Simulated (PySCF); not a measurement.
Single point on C2

State: ³Πu (triplet), unpaired electrons σ ↑, π ↑.

An equivalent input (the run itself took its basis sets from the Basis Set Exchange, started from a PBE0 density and held the occupation σ 5α 4β, πx 1α 0β, πy 1α 1β):

```python
from pyscf import gto, scf, cc
mol = gto.M(atom='C 0 0 0; C 0 0 1.309', basis={'C': 'aug-pcseg-1'},
            charge=0, spin=2, verbose=4, symmetry='C2v')
mf = scf.UHF(mol)
mf.irrep_nelec = {'A1': (5, 4), 'B1': (1, 0), 'B2': (1, 1)}
mf.conv_tol = 1e-9
mf.max_cycle = 60
mf.diis_space = 10
mf.kernel()
mycc = cc.CCSD(mf, frozen=[[0, 1], [0, 1]])
mycc.run(conv_tol=1e-7, conv_tol_normt=1e-5, max_cycle=80, diis_space=8)
et = mycc.ccsd_t()
```

The SCF ended at -75.45181043 hartree. The coupled-cluster part of the log:

```
******** <class 'pyscf.cc.uccsd.UCCSD'> ********
CC2 = 0
CCSD nocc = (5, 3), nmo = (44, 44)
frozen orbitals [[0, 1], [0, 1]]
max_cycle = 80
direct = 0
conv_tol = 1e-07
conv_tol_normt = 1e-05
diis_space = 8
diis_start_cycle = 0
diis_start_energy_diff = 1e+09
Init t2, MP2 energy = -0.218478473622882
Init E_corr(UCCSD) = -0.218478473623235
cycle = 1  E_corr(UCCSD) = -0.222477985792633  dE = -0.00399951217  norm(t1,t2) = 0.0877452
cycle = 2  E_corr(UCCSD) = -0.233016799827436  dE = -0.010538814  norm(t1,t2) = 0.0320916
cycle = 3  E_corr(UCCSD) = -0.234479305921965  dE = -0.00146250609  norm(t1,t2) = 0.0170074
cycle = 4  E_corr(UCCSD) = -0.236897198510533  dE = -0.00241789259  norm(t1,t2) = 0.00806735
cycle = 5  E_corr(UCCSD) = -0.236739663887239  dE = 0.000157534623  norm(t1,t2) = 0.00232314
cycle = 6  E_corr(UCCSD) = -0.236780925688482  dE = -4.12618012e-05  norm(t1,t2) = 0.000499437
cycle = 7  E_corr(UCCSD) = -0.236782452804326  dE = -1.52711584e-06  norm(t1,t2) = 0.000120472
cycle = 8  E_corr(UCCSD) = -0.236778116799227  dE = 4.3360051e-06  norm(t1,t2) = 4.68066e-05
cycle = 9  E_corr(UCCSD) = -0.236779624429436  dE = -1.50763021e-06  norm(t1,t2) = 1.67354e-05
cycle = 10  E_corr(UCCSD) = -0.236779434612165  dE = 1.89817271e-07  norm(t1,t2) = 6.62495e-06
cycle = 11  E_corr(UCCSD) = -0.236779466831057  dE = -3.22188918e-08  norm(t1,t2) = 2.37438e-06
UCCSD converged
E(UCCSD) = -75.68858989522261  E_corr = -0.2367794668310572
UCCSD(T) correction = -0.0139427666356278
```

T1 diagnostic 0.022, D1 0.051, 8 electrons correlated.

Repeating this along the bond gives Re = 1.327 Å and ωe = 1637 cm⁻¹.

A point of this curve took 2.2 CPU seconds beside 0.027 for the integrals (shared host).

Correlated steps freeze 2 core orbitals. The state is the lowest determinant that a PBE0 search found; another state may lie lower at other levels.
